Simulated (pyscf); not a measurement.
Single points on ωB97X-D3(BJ)/def2-SVP structures (PySCF, gas phase).

Estimate the classical barrier height and the reaction energy of Cl–GaH₂ + ammonia (NH₃) -> H₂N–GaH–Cl + hydrogen (H₂) at r²SCAN/def2-TZVP. The step runs on the singlet surface, breaks Ga–H, H–N, H–N and forms Ga–N, H–N, H–H; take the separated reactants as zero.

ΔE‡ = 334.3 kJ/mol, ΔE = -33.3 kJ/mol. ωB97M-D3(BJ)/def2-TZVP gives 375.6 kJ/mol and -24.8 kJ/mol. Zero-point energy shifts the barrier by -15.7 kJ/mol. It is a multi-bond step, with an imaginary mode of 1547i cm⁻¹. On the reactant side the descent ends in an adduct with a Ga–N contact, 117.3 kJ/mol under the separated species and 494.5 kJ/mol under the saddle at ωB97X-D3(BJ)/def2-TZVP. What is counted as formed (Ga–N) is already present as a longer contact in the reactant adduct; forming that adduct is a step of its own. This saddle turned up in a search for another step; its sides and bond changes are read from the two ends of the descent. The same reactants have a lower exit, to [Cl–GaH]• + H• + NH₃ (no saddle counted: cutting one bond costs +343.5 kJ/mol at ωB97M-D3(BJ)/def2-TZVP, against +375.6 kJ/mol here). Another saddle between the same species, by other bonds, lies lower (73.8 kJ/mol against 375.6 kJ/mol at ωB97M-D3(BJ)/def2-TZVP). Elements up to Kr have no core potential and no relativistic terms here.
